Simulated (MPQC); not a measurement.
# C2H2F4 (norflurane) at UHF/STO-2G

Aim: the vertical electron affinity of C2H2F4 (norflurane) at UHF/STO-2G, from 2 runs. 

Program for the calculation: MPQC 2.3.1.

1 further run of the same task is left out (set aside as unsound or not needed).

## (1) The structure to begin with

C2H2F4: 8 atoms, total charge 0, spin state singlet. SMILES: `FCC(F)(F)F`. The coordinates come from a PBE0-D4/def2-TZVP relaxation.

Bond lengths: F1–C2 1.364 Å, C2–C3 1.514 Å, C3–F4 1.332 Å, C3–F5 1.339 Å, C3–F6 1.332 Å, C2–H7 1.092 Å, C2–H8 1.092 Å. Some angles: F1–C2–C3 109.8°, C2–C3–F4 111.9°, C2–C3–F5 108.9°, C2–C3–F6 111.9°, F4–C3–F5 108.1°, F4–C3–F6 107.9°, F5–C3–F6 108.1°, F1–C2–H7 109.7°, F1–C2–H8 109.7°, C3–C2–H7 108.6°.

## (2) The energy at UHF/STO-2G

Contents of run.in:

```
% C2H2F4
basis: STO-2G
checkpoint: no
method: UHF
memory: 1000000000
symmetry: c1
charge: 0
molecule:
  F     -0.224600    -1.506500     0.915200
  C     -0.211200    -0.737800    -0.211700
  C      0.211200     0.674300     0.135500
  F      1.434400     0.711300     0.662400
  F      0.217100     1.411800    -0.982100
  F     -0.624600     1.243600     1.002900
  H      0.502000    -1.148600    -0.930100
  H     -1.212300    -0.705100    -0.647900
optimize: no
```

Launch:

```bash
mpqc run.in > run.out
```

What it wrote:

```text
MPQC: Massively Parallel Quantum Chemistry
                                   Version 2.3.1

  Using IntegralV3 by default for molecular integrals evaluation

  USCF::init: total charge = 0

  alpha = [ 25 ]
  beta  = [ 25 ]

  Molecular formula C2H2F4

  MPQC options:
    matrixkit     = <ReplSCMatrixKit>
    restart       = no
    checkpoint    = no
    savestate     = no
    do_energy     = yes
    do_gradient   = no
    optimize      = no
    write_pdb     = no
    print_mole    = yes
    print_timings = yes

  SCF::compute: energy accuracy = 1.0000000e-06

  nuclear repulsion energy =  273.0399807642

  Starting from core Hamiltonian guess

  Using symmetric orthogonalization.
  n(basis):            32
  Maximum orthogonalization residual = 2.17029
  Minimum orthogonalization residual = 0.212213
  Beginning iterations.  Basis is STO-2G.
  iter     1 energy = -452.0761912473 delta = 3.95044e-01
  iter     2 energy = -453.9245811331 delta = 8.86054e-02
  iter     3 energy = -454.1081262299 delta = 3.61559e-02
  iter     4 energy = -454.1238118998 delta = 1.08961e-02
  iter     5 energy = -454.1247728121 delta = 2.93539e-03
  iter     6 energy = -454.1248509216 delta = 8.78166e-04
  iter     7 energy = -454.1248542192 delta = 2.60102e-04
  iter     8 energy = -454.1248538630 delta = 6.18580e-05
  iter     9 energy = -454.1248538147 delta = 1.38906e-05
  iter    10 energy = -454.1248536933 delta = 4.06081e-06
  iter    11 energy = -454.1250989595 delta = 1.17862e-06

  <S^2>exact = 0.000000
  <S^2>      = -0.000000

  total scf energy = -454.1250989595
Value of the MolecularEnergy: -454.1250989595

  Function Parameters:
    value_accuracy    = 2.323637e-07 (1.000000e-06) (computed)
    gradient_accuracy = 0.000000e+00 (1.000000e-06)
    hessian_accuracy  = 0.000000e+00 (1.000000e-04)

  Molecule:
    Molecular formula: C2H2F4
    molecule<Molecule>: (
      symmetry = c1
      unit = "angstrom"
      {  n atoms                        geometry                     }={
         1     F [   -0.2246000000    -1.5065000000     0.9152000000]
         2     C [   -0.2112000000    -0.7378000000    -0.2117000000]
         3     C [    0.2112000000     0.6743000000     0.1355000000]
         4     F [    1.4344000000     0.7113000000     0.6624000000]
         5     F [    0.2171000000     1.4118000000    -0.9821000000]
         6     F [   -0.6246000000     1.2436000000     1.0029000000]
         7     H [    0.5020000000    -1.1486000000    -0.9301000000]
         8     H [   -1.2123000000    -0.7051000000    -0.6479000000]
      }
    )
    Atomic Masses:
       18.99840   12.00000   12.00000   18.99840   18.99840
       18.99840    1.00783    1.00783

  Electronic basis:
    GaussianBasisSet:
      nbasis = 32
      nshell = 14
      nprim  = 28
      name = "STO-2G"
  Natural Population Analysis:
     n   atom    charge     ne(S)     ne(P)
      1    F   -0.088071  3.896608  5.191463
      2    C    0.045283  3.094257  2.860459
      3    C    0.458656  3.079715  2.461629
      4    F   -0.138867  3.891406  5.247461
      5    F   -0.144767  3.893740  5.251027
      6    F   -0.138845  3.891387  5.247458
      7    H    0.003303  0.996697
      8    H    0.003308  0.996692

  SCF Parameters:
    maxiter = 100
    density_reset_frequency = 10
    level_shift = 0.250000

  UnrestrictedSCF Parameters:
    charge = 0
    nalpha = 25
    nbeta = 25
    alpha = [ 25 ]
    beta  = [ 25 ]

                        CPU Wall
mpqc:                  0.08 0.08
  NAO:                 0.00 0.00
  calc:                0.07 0.07
    vector:            0.07 0.07
      density:         0.00 0.00
      evals:           0.01 0.01
      extrap:          0.00 0.00
      fock:            0.05 0.05
  input:               0.01 0.01
```

Wall time 0.2 s (1 thread of AMD EPYC 7R13 (Zen 3), shared host).

## (3) The doublet anion

Contents of run.in:

```
% UHF/STO-2G
symmetry: c1
method: UHF
basis: STO-2G
molecule:
  F  -0.224600 -1.506500 0.915200
  C  -0.211200 -0.737800 -0.211700
  C  0.211200 0.674300 0.135500
  F  1.434400 0.711300 0.662400
  F  0.217100 1.411800 -0.982100
  F  -0.624600 1.243600 1.002900
  H  0.502000 -1.148600 -0.930100
  H  -1.212300 -0.705100 -0.647900
multiplicity: 2
optimize: no
checkpoint: no
charge: -1
memory: 1000000000
```

Launch:

```bash
mpqc run.in > run.out
```

What it wrote:

```text
MPQC: Massively Parallel Quantum Chemistry
                                   Version 2.3.1

  Using IntegralV3 by default for molecular integrals evaluation

  USCF::init: total charge = -1

  alpha = [ 26 ]
  beta  = [ 25 ]

  Molecular formula C2H2F4

  MPQC options:
    matrixkit     = <ReplSCMatrixKit>
    restart       = no
    checkpoint    = no
    savestate     = no
    do_energy     = yes
    do_gradient   = no
    optimize      = no
    write_pdb     = no
    print_mole    = yes
    print_timings = yes

  SCF::compute: energy accuracy = 1.0000000e-06

  nuclear repulsion energy =  273.0399807642

  Starting from core Hamiltonian guess

  Using symmetric orthogonalization.
  n(basis):            32
  Maximum orthogonalization residual = 2.17029
  Minimum orthogonalization residual = 0.212213
  Beginning iterations.  Basis is STO-2G.
  iter     1 energy = -451.7994923117 delta = 4.06657e-01
  iter     2 energy = -453.3882841135 delta = 7.94354e-02
  iter     3 energy = -453.5358557776 delta = 3.12259e-02
  iter     4 energy = -453.5511767583 delta = 1.09980e-02
  iter     5 energy = -453.5543082921 delta = 4.65338e-03
  iter     6 energy = -453.5563771551 delta = 5.31819e-03
  iter     7 energy = -453.5580052146 delta = 6.43304e-03
  iter     8 energy = -453.5585118006 delta = 3.28011e-03
  iter     9 energy = -453.5587445322 delta = 2.78001e-03
  iter    10 energy = -453.5588100819 delta = 1.12654e-03
  iter    11 energy = -453.5587428759 delta = 6.40426e-04
  iter    12 energy = -453.5587510973 delta = 2.39923e-04
  iter    13 energy = -453.5587563956 delta = 2.61612e-04
  iter    14 energy = -453.5587597619 delta = 2.81507e-04
  iter    15 energy = -453.5587606312 delta = 1.73359e-04
  iter    16 energy = -453.5587608615 delta = 1.19893e-04
  iter    17 energy = -453.5587608229 delta = 5.82526e-05
  iter    18 energy = -453.5587608314 delta = 1.62011e-05
  iter    19 energy = -453.5587608896 delta = 1.32975e-05
  iter    20 energy = -453.5587609221 delta = 1.29342e-05
  iter    21 energy = -453.5587606314 delta = 8.38268e-06
  iter    22 energy = -453.5587606402 delta = 3.01787e-06
  iter    23 energy = -453.5587606469 delta = 3.04595e-06
  iter    24 energy = -453.5587606467 delta = 1.05350e-06

  <S^2>exact = 0.750000
  <S^2>      = 0.760537

  total scf energy = -453.5587606467
Value of the MolecularEnergy: -453.5587606467

  Function Parameters:
    value_accuracy    = 9.313027e-07 (1.000000e-06) (computed)
    gradient_accuracy = 0.000000e+00 (1.000000e-06)
    hessian_accuracy  = 0.000000e+00 (1.000000e-04)

  Molecule:
    Molecular formula: C2H2F4
    molecule<Molecule>: (
      symmetry = c1
      unit = "angstrom"
      {  n atoms                        geometry                     }={
         1     F [   -0.2246000000    -1.5065000000     0.9152000000]
         2     C [   -0.2112000000    -0.7378000000    -0.2117000000]
         3     C [    0.2112000000     0.6743000000     0.1355000000]
         4     F [    1.4344000000     0.7113000000     0.6624000000]
         5     F [    0.2171000000     1.4118000000    -0.9821000000]
         6     F [   -0.6246000000     1.2436000000     1.0029000000]
         7     H [    0.5020000000    -1.1486000000    -0.9301000000]
         8     H [   -1.2123000000    -0.7051000000    -0.6479000000]
      }
    )
    Atomic Masses:
       18.99840   12.00000   12.00000   18.99840   18.99840
       18.99840    1.00783    1.00783

  Electronic basis:
    GaussianBasisSet:
      nbasis = 32
      nshell = 14
      nprim  = 28
      name = "STO-2G"
  Natural Population Analysis:
     n   atom    charge     ne(S)     ne(P)
      1    F   -0.308399  3.915729  5.392670
      2    C   -0.083091  3.030252  3.052838
      3    C    0.354559  3.072290  2.573151
      4    F   -0.220212  3.886464  5.333748
      5    F   -0.258430  3.895504  5.362926
      6    F   -0.220230  3.886454  5.333776
      7    H   -0.132081  1.132081
      8    H   -0.132116  1.132116

  SCF Parameters:
    maxiter = 100
    density_reset_frequency = 10
    level_shift = 0.250000

  UnrestrictedSCF Parameters:
    charge = -1
    nalpha = 26
    nbeta = 25
    alpha = [ 26 ]
    beta  = [ 25 ]

                        CPU Wall
mpqc:                  0.10 0.10
  NAO:                 0.00 0.00
  calc:                0.09 0.09
    vector:            0.09 0.09
      density:         0.00 0.00
      evals:           0.01 0.01
      extrap:          0.01 0.01
      fock:            0.07 0.07
  input:               0.01 0.01
```

It took 0.26 s on 1 thread of AMD EPYC 7R13 (Zen 3), shared host.

## (4) What came out

Level: UHF/STO-2G.

| quantity | value |
| --- | --- |
| singlet C2H2F4: total energy | -454.12510 Eh |
| doublet anion: total energy | -453.55876 Eh |
| doublet anion: ⟨S²⟩ | 0.761 |
| vertical electron affinity (to the doublet anion) | -15.411 eV |

What this shows: The anion lies 15.41 eV (1487 kJ/mol) above the neutral: the electron isn't bound at this level, and such a value depends on the basis. Without diffuse functions anions come out too high. Hartree–Fock misses the correlation that binds many anions. In a minimal basis such a difference can be off by several eV, whatever the method.
